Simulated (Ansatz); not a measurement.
Input (CCSDT(Q)/aug-cc-pVTZ; Ansatz, a program for electronic structure):

Ansatz 0.2 input:
```yaml
crystal:
  periodic: [false, false, false]
  atoms:
    - {symbol: N, position_ang: [-0.00000000, 0.00000000, 0.00000000]}
    - {symbol: H, position_ang: [-0.01073378, 1.02502493, -0.03038898]}
    - {symbol: H, position_ang: [0.89333025, -0.50366246, 0.00006664]}
    - {symbol: H, position_ang: [-0.88259648, -0.52136248, 0.03032234]}
basis:
  gaussian:
    orbitals: aug-cc-pVTZ
total_charge: 1
magnetization: {spin_polarized: true, initial_magnetization: 1}
correlation: {method: ccsdt_q, electrons: outside_noble_gas}
```

Output:

```
Functional definition: HF
integrals: 0.42 GiB planned
1364 factors; integrals over basis functions are off by at most 2.0e-7 eV
mean field: 0.31 GiB planned
mean field evaluation 1: about -1518.8191 eV, gradient 2.6e1 eV
mean field evaluation 2: about -1518.8192 eV, gradient 2.6e1 eV
mean field evaluation 4: about -1521.1911 eV, gradient 1.3e0 eV
mean field evaluation 8: about -1521.2084 eV, gradient 3.4e-4 eV
mean field evaluation 16: about -1521.2079 eV, gradient 1.6e-1 eV
mean field -1521.20840983 eV, -55.9033779491 hartree, gradient 2.0e-6 eV, S^2 0.761384; 0 other end points of the search recorded, 0 dependent functions left out
1 core orbitals not correlated
reference -1521.20840983 eV, -55.9033779491 hartree; 4, 3 occupied and 110, 111 virtual orbitals, 1364 factors
second order -4.91469642 eV of doubles, -0.00000000 eV of singles
coupled cluster: 3.44 GiB planned
cycle   1  -5.27647143 eV  change   -3.6e-1 eV  update   4.2e-2
cycle   2  -5.54183416 eV  change   -2.7e-1 eV  update   1.7e-2
cycle   3  -5.57417375 eV  change   -3.2e-2 eV  update   6.5e-3
cycle   4  -5.56395916 eV  change    1.0e-2 eV  update   2.9e-3
cycle   5  -5.56747190 eV  change   -3.5e-3 eV  update   1.0e-3
cycle   6  -5.56893936 eV  change   -1.5e-3 eV  update   4.8e-4
cycle   7  -5.56849541 eV  change    4.4e-4 eV  update   1.4e-4
cycle   8  -5.56860941 eV  change   -1.1e-4 eV  update   5.2e-5
cycle   9  -5.56861528 eV  change   -5.9e-6 eV  update   1.4e-5
cycle  10  -5.56858707 eV  change    2.8e-5 eV  update   5.4e-6
cycle  11  -5.56859868 eV  change   -1.2e-5 eV  update   1.8e-6
cycle  12  -5.56859893 eV  change   -2.5e-7 eV  update   6.0e-7
perturbative correction -0.00365312 eV, -0.0001342495 hartree
Total energy: -1526.78066187 eV, -56.1081544348 hartree
```
